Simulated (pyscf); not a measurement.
Hydrogen abstraction: methane (CH₄) + •H₂C–AlH–CH₃ → methyl (CH₃•) + H₃C–AlH–CH₃

Gas phase, doublet surface, charge 0. Bonds broken: C1–H8. Bonds formed: C3–H8. PySCF, gas phase, ωB97X-D3(BJ)/def2-SVP geometries.

Transition state (Å):

```xyz
14

C     -1.2648    -1.9506     2.2287
Al     0.3761     0.5854    -0.0430
C      0.2061     0.2951     1.8700
C     -0.9807     1.5719    -1.0553
H     -0.6909    -2.7575     1.7560
H     -1.3144    -2.0197     3.3216
H     -2.2309    -1.7464     1.7502
H     -0.4995    -0.7873     1.9759
H     -0.4029     1.0084     2.4484
H      1.1090     0.0252     2.4400
H     -1.4424     0.9296    -1.8267
H     -1.7907     1.9721    -0.4237
H     -0.5302     2.4213    -1.5995
H      1.6002    -0.0750    -0.8218
```

One imaginary mode, 1665i cm⁻¹; descent along it reached the two sides named, in the forms told below.

```csv
bond,change,reactant side (Å),saddle,product side
C1–H8,breaks,1.098,1.415,3.5
C3–H8,forms,3.3,1.296,1.102
```

Electronic energies relative to the separated reactants (kcal/mol):

```json
[
 {"level": "ωB97X-D3(BJ)/def2-TZVP", "barrier": "19.8", "reaction energy": "+8.6", "reverse barrier": "11.2"},
 {"level": "PBE/def2-TZVP", "barrier": "13.7", "reaction energy": "+8.2", "reverse barrier": "5.6"},
 {"level": "r²SCAN/def2-TZVP", "barrier": "16.6", "reaction energy": "+7.7", "reverse barrier": "8.9"},
 {"level": "B3LYP-D3(BJ)/def2-TZVP", "barrier": "17.5", "reaction energy": "+8.6", "reverse barrier": "8.9"},
 {"level": "PBE0-D3(BJ)/def2-TZVP", "barrier": "16.4", "reaction energy": "+7.9", "reverse barrier": "8.4"},
 {"level": "M06-2X/def2-TZVP", "barrier": "20.3", "reaction energy": "+8.5", "reverse barrier": "11.8"},
 {"level": "ωB97M-D3(BJ)/def2-TZVP", "barrier": "20.5", "reaction energy": "+8.2", "reverse barrier": "12.3"},
 {"level": "HF/def2-TZVP", "barrier": "35.4", "reaction energy": "+8.7", "reverse barrier": "26.7"}
]
```

With ωB97M-D3(BJ)/def2-TZVP energies and thermal terms (ideal gas, 1 atm, RRHO with modes under 100 cm⁻¹ raised to 100, one conformer, R ln 2 for chiral ones without a mode under 150 cm⁻¹), in kcal/mol:

```
T (K)   ΔH‡   ΔG‡    ΔH    ΔG
-----  ----  ----  ----  ----
298    18.0  26.8  +6.8  +6.0
600    18.7  35.6  +7.3  +4.9
900    19.7  43.8  +7.5  +3.7
1200   20.7  51.7  +7.7  +2.4
```

On the product side the descent ends in a bound adduct (not fully relaxed), 8.9 kcal/mol under the separated species and 20.1 kcal/mol under the saddle at ωB97X-D3(BJ)/def2-TZVP. •H₂C–AlH–CH₃ lies 14.3 kcal/mol over its isomer [H₃C–Al–CH₃]• (electronic energy, ωB97M-D3(BJ)/def2-TZVP). This is the saddle that the search found; another between the same sides may lie lower. The angle at the transferred H is 174°.
